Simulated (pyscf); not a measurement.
Structures and frequencies: ωB97X-D3(BJ)/def2-SVP in PySCF. Correlated levels are frozen-core, on RHF or UHF. ΔMP2 is the change of the MP2 total energy from the triple- to the quadruple-zeta basis.

Question: What is the homolytic dissociation enthalpy (298 K, CCSD(T)/def2-TZVPP + ΔMP2(QZVPP)) of the C–Sn bond of HS–CH₂–SnH₃, to •H₂C–SH + SnH₃•?

Answer: C–Sn to •H₂C–SH + SnH₃•: 61.5 kcal/mol. HS–CH₂–SnH₃ lies 29.1 kcal/mol over its isomer H₃C–SnH₂–SH (electronic energy, ωB97M-D3(BJ)/def2-TZVP). •H₂C–SH lies 10.2 kcal/mol over its isomer H₃C–S• (electronic energy, ωB97M-D3(BJ)/def2-TZVP). The CCSD(T) − MP2 part came from Ansatz, without density fitting, on the same reference. The frozen core leaves the outer d or s,p core shells of the metals and heavy elements correlated in the MP2 and CC values, and def2-TZVPP describes them poorly, which can shift differences by a few kcal/mol. Elements past Kr carry the def2 core potentials, without spin-orbit coupling.
